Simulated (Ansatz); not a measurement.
Compare A (`CC1=C(F)C1C`) with its isomer B (`CC1(C)C=C1F`).

Calculated with Ansatz (gas phase, PBE0-D4/def2-TZVP geometries, no zero-point term in ΔE). CCSD(T)/CBS is the MP2 limit (def2-TZVPP, def2-QZVPP) plus CCSD(T) − MP2 in def2-TZVPP, frozen cores. Functionals use def2-TZVPP. B3LYP here is the variant with VWN-RPA as its local correlation; programs differ in this.

(1) Which is lower in electronic energy at CCSD(T)/CBS, and by how much? (Estimate.)

(2) Give E(B) − E(A) in kJ/mol with CCSD/def2-TZVPP, CCSD(T)/def2-TZVPP, B3LYP, HF/def2-TZVPP, MP2/def2-TZVPP, B3LYP-D4, r2SCAN-D4. (Best estimate.)

Largest T1 diagnostic: 0.011.

## Answers

(1) The calculation gave: A, by 9.2 kJ/mol.

(2) Computed: CCSD/def2-TZVPP 10.8, CCSD(T)/def2-TZVPP 9.7, B3LYP 18.1, HF/def2-TZVPP 17.5, MP2/def2-TZVPP 9.5, B3LYP-D4 15.2, r2SCAN-D4 13.6. None reverses the order clearly.

In def2-TZVPP, CCSD(T) changes the Hartree–Fock value by −7.8 kJ/mol (the triples alone add −1.2 kJ/mol) and MP2 by −8.0 kJ/mol.
